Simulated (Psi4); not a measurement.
Reaction (SMILES): S (H2S) → [SH-] + H+
B3LYP-D3(BJ)/def2-TZVP geometries, fixed; electronic energies without zero-point terms.

Basis-set convergence of the deprotonation energy at B3LYP with Psi4. Cartesian d functions, on some or all atoms, in 6-31G*, 6-31+G*; all else is spherical. Density fitting with the program's default auxiliary sets. Psi4's default fitting sets serve the pcseg sets less well. No added dispersion term, no relativity. Functions are those of the species that has most. Reference: the value in aug-cc-pV(5+d)Z, 355.53 kcal/mol, itself unsure by roughly 0.20 kcal/mol (its mean distance from aug-cc-pV(Q+d)Z, def2-QZVPPD). Deviations are taken from unrounded values.

| basis | functions | deprotonation energy (kcal/mol) |
|---|---|---|
| 6-31G* | 23 | 363.48 |
| 6-31+G* | 27 | 351.36 |
| def2-SVP | 28 | 378.57 |
| def2-SVPD | 43 | 352.50 |
| pcseg-1 | 28 | 358.56 |
| aug-pcseg-1 | 45 | 352.02 |
| cc-pV(D+d)Z | 33 | 371.97 |
| aug-cc-pV(D+d)Z | 50 | 353.52 |
| 6-311G** | 38 | 354.39 |
| 6-311+G** | 42 | 353.73 |
| def2-TZVP | 49 | 363.15 |
| def2-TZVPD | 64 | 354.64 |
| pcseg-2 | 62 | 360.71 |
| aug-pcseg-2 | 96 | 354.78 |
| cc-pV(T+d)Z | 67 | 363.50 |
| aug-cc-pV(T+d)Z | 101 | 355.28 |
| def2-TZVPP | 70 | 363.51 |
| def2-TZVPPD | 85 | 354.97 |
| cc-pV(Q+d)Z | 124 | 359.80 |
| aug-cc-pV(Q+d)Z | 181 | 355.48 |
| def2-QZVPP | 130 | 358.43 |
| def2-QZVPPD | 145 | 355.17 |
| pcseg-3 | 130 | 356.74 |
| aug-pcseg-3 | 187 | 355.21 |
| cc-pV(5+d)Z | 210 | 358.18 |
| aug-cc-pV(5+d)Z | 296 | 355.53 |

What the diffuse functions change, pair by pair:
- 6-31G* to 6-31+G*: 4 more functions, deviation 7.94 to -4.17 kcal/mol
- def2-SVP to def2-SVPD: 15 more functions, deviation 23.04 to -3.03 kcal/mol
- pcseg-1 to aug-pcseg-1: 17 more functions, deviation 3.03 to -3.51 kcal/mol
- cc-pV(D+d)Z to aug-cc-pV(D+d)Z: 17 more functions, deviation 16.44 to -2.01 kcal/mol
- 6-311G** to 6-311+G**: 4 more functions, deviation -1.14 to -1.80 kcal/mol
- def2-TZVP to def2-TZVPD: 15 more functions, deviation 7.62 to -0.89 kcal/mol
- pcseg-2 to aug-pcseg-2: 34 more functions, deviation 5.18 to -0.75 kcal/mol
- cc-pV(T+d)Z to aug-cc-pV(T+d)Z: 34 more functions, deviation 7.97 to -0.25 kcal/mol
- def2-TZVPP to def2-TZVPPD: 15 more functions, deviation 7.98 to -0.56 kcal/mol
- cc-pV(Q+d)Z to aug-cc-pV(Q+d)Z: 57 more functions, deviation 4.27 to -0.05 kcal/mol
- def2-QZVPP to def2-QZVPPD: 15 more functions, deviation 2.90 to -0.36 kcal/mol
- pcseg-3 to aug-pcseg-3: 57 more functions, deviation 1.21 to -0.32 kcal/mol
- cc-pV(5+d)Z to aug-cc-pV(5+d)Z: 86 more functions, deviation 2.65 to 0.00 kcal/mol

Leaving out the reference's own pair, they bring the value nearer the reference by more than 0.20 kcal/mol in 10 of 12 pairs.
